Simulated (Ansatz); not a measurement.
The input, for Ansatz 0.2.0:

```yaml
crystal:
  periodic: [false, false, false]
  atoms:
    - {symbol: Ga, position_ang: [0.000000, -0.020204, -0.003541]}
    - {symbol: H, position_ang: [0.000000, 0.626712, -1.134607]}
    - {symbol: H, position_ang: [0.000000, 0.770870, 1.379571]}
basis:
  gaussian: {orbitals: cc-pVTZ-DK}
magnetization: {spin_polarized: false, initial_magnetization: 1}
correlation: {method: bccd, electrons: outside_noble_gas, diis_vectors: 4}
scf: {lower_state_search: full}
```

```sh
$ ansatz run in.yaml --threads 1 --pin off --events-out ev --progress --plain --max-ram 2393MiB
```

Log:

```
430 factors; integrals over basis functions are off by at most 1.5e-3 eV
mean field evaluation 1: about -52878.9553 eV, gradient 8.4e0 eV
mean field evaluation 2: about -52878.9573 eV, gradient 8.4e0 eV
mean field evaluation 4: about -52879.5279 eV, gradient 1.5e0 eV
mean field evaluation 8: about -52879.5360 eV, gradient 4.9e-4 eV
mean field evaluation 16: about -52879.5355 eV, gradient 1.9e-1 eV
mean field evaluation 32: about -52878.5028 eV, gradient 1.2e1 eV
mean field evaluation 64: about -52877.6374 eV, gradient 3.7e0 eV
mean field -52879.53597503 eV, -1943.2871040454 hartree, gradient 2.0e-6 eV, S^2 0.750000; 4 other end points of the search recorded, 0 dependent functions left out
determinant -52879.53597503 eV, -1943.2871040454 hartree, with singles and doubles -52881.91184631 eV, -1943.3744157045 hartree
determinant -52877.68076683 eV, -1943.2189264018 hartree, with singles and doubles -52880.31315583 eV, -1943.3156649131 hartree
14 core orbitals not correlated: weight in the atoms' cores, before any rotation towards them, 0.996 or more for the frozen orbitals, at most 0.003 for the correlated occupied ones
reference -52879.53597503 eV, -1943.2871040454 hartree; 3, 2 occupied and 54, 55 virtual orbitals, 430 factors
second order -1.82122987 eV of doubles, -0.01760296 eV of singles
cycle   1  -2.29867095 eV  change   -1.9e-1 eV  update   1.7e-2
cycle   2  -2.30180449 eV  change   -3.1e-3 eV  update   5.2e-3
cycle   3  -2.30323493 eV  change   -1.4e-3 eV  update   2.1e-3
cycle   4  -2.30391458 eV  change   -6.8e-4 eV  update   6.4e-4
cycle   5  -2.30395723 eV  change   -4.3e-5 eV  update   2.2e-4
cycle   6  -2.30395467 eV  change    2.6e-6 eV  update   9.7e-5
cycle   7  -2.30396895 eV  change   -1.4e-5 eV  update   3.6e-5
cycle   8  -2.30396994 eV  change   -9.8e-7 eV  update   1.5e-5
cycle   9  -2.30396915 eV  change    7.8e-7 eV  update   6.1e-6
Total energy: -52881.83994418 eV, -1943.3717733501 hartree
Relativity: scalar
```

Ran on 1 thread of AMD EPYC 9R45, shared host: 1.9 s wall, 0.21 GiB peak host memory.
